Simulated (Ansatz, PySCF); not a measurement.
This Ansatz (an electronic-structure program) input computes a r2SCAN/def2-TZVPD energy:

Ansatz 0.2 input:
```yaml
crystal:
  periodic: [false, false, false]
  atoms:
    - {symbol: C, position_ang: [-0.00233672, -0.01320033, 0.40656095]}
    - {symbol: C, position_ang: [0.00434316, -0.80707826, -0.83785496]}
    - {symbol: C, position_ang: [0.00558042, 0.70710030, -0.90415124]}
    - {symbol: C, position_ang: [-0.00965178, 0.02786477, 1.68743715]}
    - {symbol: H, position_ang: [-0.90729426, -1.32815147, -1.10616783]}
    - {symbol: H, position_ang: [0.91840434, -1.32918531, -1.09570815]}
    - {symbol: H, position_ang: [0.92166364, 1.20832260, -1.19218898]}
    - {symbol: H, position_ang: [-0.90657413, 1.20935788, -1.20266321]}
    - {symbol: H, position_ang: [-0.01381006, 0.75153746, 2.48477683]}
basis:
  gaussian:
    orbitals: def2-TZVPD
hamiltonian:
  xc: {name: r2SCAN}
magnetization: {spin_polarized: true, initial_magnetization: 1}
output: {forces: true}
```

**Question.** Write an input for the same energy in PySCF and say what it gives.

**Answer.** 
```python
from pyscf import gto, scf, dft

mol = gto.M(
    atom='''
    C    -0.00233672   -0.01320033    0.40656095
    C     0.00434316   -0.80707826   -0.83785496
    C     0.00558042    0.70710030   -0.90415124
    C    -0.00965178    0.02786477    1.68743715
    H    -0.90729426   -1.32815147   -1.10616783
    H     0.91840434   -1.32918531   -1.09570815
    H     0.92166364    1.20832260   -1.19218898
    H    -0.90657413    1.20935788   -1.20266321
    H    -0.01381006    0.75153746    2.48477683
    ''',
    basis='def2-tzvpd',
    charge=0,
    spin=1,
    verbose=4,
)

mf = dft.UKS(mol, xc='r2scan').density_fit(auxbasis='def2-universal-jkfit')
mf.grids.level = 4
mf.conv_tol = 1e-9
mf.max_cycle = 100
mf.max_memory = 1500
mf.kernel()
if not mf.converged:
    mf = mf.newton()
    mf.kernel(mf.make_rdm1())
for _ in range(2):
    mo, _, stable, _ = mf.stability(return_status=True)
    if stable:
        break
    mf.kernel(mf.make_rdm1(mo, mf.mo_occ))
mf.analyze()
```
It gives -155.24436 Eh, and Ansatz -155.24429 Eh, a difference of 0.07 mEh, from the treatment of integrals and grids.

It need not be the lowest isomer of its formula.
